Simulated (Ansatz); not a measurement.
**How close CCSD(T) comes to the exact answer in a basis**

Each species is computed at the geometry given (Å), with frozen cores, in Ansatz 0.2.0: RHF-CCSD(T) for singlets, UHF-CCSD(T) otherwise, and full CI in the same basis. The program picks the determinant by trial CCSD, so it needn't be the lowest Hartree–Fock solution. States: H2B–B B1, [CH3···H···H] A', [H···H···OH] A'. Cases whose determinant has another symmetry than full CI's state, or whose (Q) step broke down, weren't drawn.

Q: Judging by size, spin and bonding, rank them by the size of CCSD(T)'s error in total energy against full CI in the same basis, smallest first (an estimate).
A. [CH3···H···H], doublet, 6-31G: C -0.141 0.000 0.000; H -0.505 1.027 0.000; H -0.505 -0.514 0.890; H -0.505 -0.514 -0.890; H 1.228 0.000 0.000; H 1.973 0.000 0.000
B. H₂B–B, triplet, 6-31G: B 0.000 0.000 1.180; B 0.000 0.000 -1.589; H 0.000 1.831 2.191; H 0.000 -1.831 2.191
C. [H···H···OH], doublet, 6-31G: H -2.068 0.050 0.000; H -0.900 0.050 0.000; O 0.161 0.050 0.000; H 0.413 -0.890 0.000

A: A (11.7 meV), C (17.7 meV), B (149.1 meV).

```tsv
species	basis	correlated electrons	CCSD(T) − full CI (meV)	CCSDT(Q) − full CI (meV)	unpaired electrons (full CI)	T1	⟨S²⟩ of the determinant
[CH3···H···H], doublet	6-31G	9	11.7	0.0	1.02	0.010	0.78
[H···H···OH], doublet	6-31G	9	17.7	-0.5	1.02	0.013	0.77
H2B–B, triplet	6-31G	8	149.1*	14.2	2.51	0.096	2.65
```

Unpaired electrons are Σ n²(2−n)² over natural occupations; an open shell counts its own unpaired electrons too. Frozen cores follow each run's orbitals, which moves totals by a few meV. An asterisk marks runs whose energy the program itself flagged as in doubt.
